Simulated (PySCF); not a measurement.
# Ionisation energy of P by level of theory

P [Ne] 3s2 3p3 (4S) → P⁺ [Ne] 3s2 3p2 (3P), as a difference of total energies. Calculation: PySCF 2.14, in aug-cc-pCVTZ-DK (8s7p5d3f, 75 functions); the spin-free X2C one-electron Hamiltonian (Gaussian nucleus). Correlated levels: valence and next inner shell: 1s2 frozen. The calculations carry no spin-orbit coupling.

| method | ionisation energy (eV) | error (eV) |
| --- | --- | --- |
| UHF | 9.897 | -0.629 |
| MP2 (valence and next inner shell) | 10.493 | -0.033 |
| SCS-MP2 (valence and next inner shell) | 10.314 | -0.212 |
| CCSD (valence and next inner shell) | 10.423 | -0.103 |
| CCSD(T) (valence and next inner shell) | 10.466 | -0.060 |

Reference: 10.526 eV (measured; NIST levels, between the centres of gravity of the two terms).

Errors of the correlated levels include the incompleteness of this basis and the frozen core.
